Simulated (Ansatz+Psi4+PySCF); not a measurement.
A calculation with Ansatz (development build ahead of 0.2.0).

```yaml
crystal:
  periodic: [false, false, false]
  atoms:
    - { symbol: C, position_ang: [-0.424, 0.5107, 0.0699] }
    - { symbol: C, position_ang: [0.424, -0.5107, -0.0699] }
    - { symbol: H, position_ang: [-0.2584, 1.2932, 0.8028] }
    - { symbol: H, position_ang: [-1.3142, 0.6009, -0.5435] }
    - { symbol: H, position_ang: [1.3142, -0.6009, 0.5435] }
    - { symbol: H, position_ang: [0.2584, -1.2932, -0.8028] }
basis:
  gaussian: { orbitals: cc-pVTZ }
total_charge: 1
magnetization:
  initial_magnetization: 1
hamiltonian:
  xc: hf
correlation:
  method: ccsd_t
  frozen_orbitals: { C: 1, H: 0 }
```

The input is written out in the form of the current development build from the run's settings. Correlation on restricted open-shell orbitals is semicanonical, with singles.

The run gave:

```yaml
Converged: yes
Reference_energy: -77.73424 hartree
CCSD_correlation_energy: -0.30505 hartree
Triples_correction: -0.00912 hartree
Total_energy: -78.04841 hartree
Spin_squared_of_the_determinant: 0.750
Stability_test: minimum among restricted orbitals
T1_diagnostic: 0.010
Largest_doubles_amplitude: 0.03
Occupied_orbitals_by_symmetry_in_an_Abelian_subgroup_alpha;_beta: 4 Ag 4 Au; 4 Ag 3 Au
```
